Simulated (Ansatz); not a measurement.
# CH₄B radical: functionals against CCSD(T) at one geometry

The task here is to estimate one member of a computed series from the others.

Program: Ansatz 0.2.0, Gaussian basis. Level of theory: single points in def2-TZVPP. These are calculated values, not measurements.

Cores are frozen in the correlated methods. Orbitals are unrestricted.

### Where the work starts

SMILES `B[CH2]`, 6 atoms, charge 0, spin multiplicity 2.

Atoms are counted from 1 here; the program's logs count them from 0.

Bond lengths: B1–C2 1.515 Å, B1–H3 1.195 Å, B1–H4 1.133 Å, C2–H5 1.032 Å, C2–H6 1.061 Å. Angles: C2–B1–H3 122.3°, C2–B1–H4 121.7°, H3–B1–H4 116.0°, B1–C2–H5 102.0°, B1–C2–H6 120.8°, H5–C2–H6 137.1°.

As a file:

```xyz
6
CH4B
B     0.07700   -0.66070   -0.00840
C    -0.04960    0.84880   -0.04020
H     1.12690   -1.21570   -0.14110
H    -0.82900   -1.33160    0.10620
H     0.69660    1.11300   -0.70160
H    -0.81390    1.34120    0.50740
```

The first run:

run/in.yaml

```yaml
crystal:
  periodic: [false, false, false]
  atoms:
    - {symbol: B, position_ang: [0.077000, -0.660700, -0.008400]}
    - {symbol: C, position_ang: [-0.049600, 0.848800, -0.040200]}
    - {symbol: H, position_ang: [1.126900, -1.215700, -0.141100]}
    - {symbol: H, position_ang: [-0.829000, -1.331600, 0.106200]}
    - {symbol: H, position_ang: [0.696600, 1.113000, -0.701600]}
    - {symbol: H, position_ang: [-0.813900, 1.341200, 0.507400]}
basis:
  gaussian: {orbitals: def2-TZVPP}
magnetization: {spin_polarized: true, initial_magnetization: 1}
correlation: {method: ccsd_t}
scf: {omitted_lower_state_checks: [cluster_reference]}
output: {forces: true}
```

The command line of these runs was not kept.

Among the steps run: CCSD(T)/def2-TZVPP; PBE0-D4/def2-TZVPP; wB97M-V/def2-TZVPP; r2SCAN-D4/def2-TZVPP; PBE-D4/def2-TZVPP; CAM-B3LYP-D4/def2-TZVPP; BLYP-D4/def2-TZVPP.

One table of the session follows, with a row left open; its other results are not shown here.

```
      method  RMS force component (eV/Å)  angle to CCSD(T) forces (°)  dipole (D)
     CCSD(T)                       1.113                    reference        0.89
     PBE0-D4                       1.163                          6.6        0.92
     wB97M-V                       1.121                          5.6        0.95
   r2SCAN-D4                           ?                            ?           ?
      PBE-D4                       1.217                          9.2        0.95
CAM-B3LYP-D4                       1.147                          7.0        0.90
     BLYP-D4                       1.172                          6.3        0.94
```

**Question.** Estimate the row for r2SCAN-D4.

The run gave: RMS force component (eV/Å): 1.149; angle to CCSD(T) forces (°): 6.1; dipole (D): 0.91. In the column «RMS force component (eV/Å)» it lies between CAM-B3LYP-D4 (1.147) and PBE0-D4 (1.163).
